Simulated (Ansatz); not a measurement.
For solid bromine, PBEsol (Ansatz, an electronic-structure program, PAW) gives:

| Quantity | Result |
|---|---|
| equilibrium volume per atom | 30.90 Å³/atom |
| bulk modulus | 6.3 GPa |
| band gap at the measured cell (atoms relaxed with PBEsol) | 1.56 eV |
| elastic constant C11 | 7.5 GPa |
| elastic constant C44 | 33.6 GPa |
| polycrystal shear modulus | 7.9 GPa |

Question: What does r²SCAN (Ansatz, PAW) give for the same quantities?

Answer: 
- equilibrium volume per atom: 33.09 Å³/atom (grows by 7.1 %)
- bulk modulus: 8.0 GPa (grows by 27 %)
- band gap at the measured cell (atoms relaxed with PBEsol): 1.90 eV (grows by 0.34 eV)
- elastic constant C11: 11.0 GPa (rises by 47 %)
- elastic constant C44: 20.5 GPa (drops by 39 %)
- Voigt–Reuss–Hill shear modulus: 6.2 GPa (drops by 22 %)

Changes are worked out from the printed values.

Unless a cell is named, each level is at its own relaxed cell (PBEsol 30.90, r²SCAN 33.09 Å³/atom).

Spin–orbit coupling is included only where a level's name says +SOC; with heavier elements it mostly lowers gaps and can invert bands. Density-functional gaps are differences of (generalised) Kohn–Sham levels.

Caveats: the cell comes from a level without a dispersion term, which matters for the spacing of layers, chains or molecules (PBEsol, r²SCAN). Ansatz's density-functional and Hartree–Fock values are scalar-relativistic unless marked +SOC, with PAW data made under PBE.
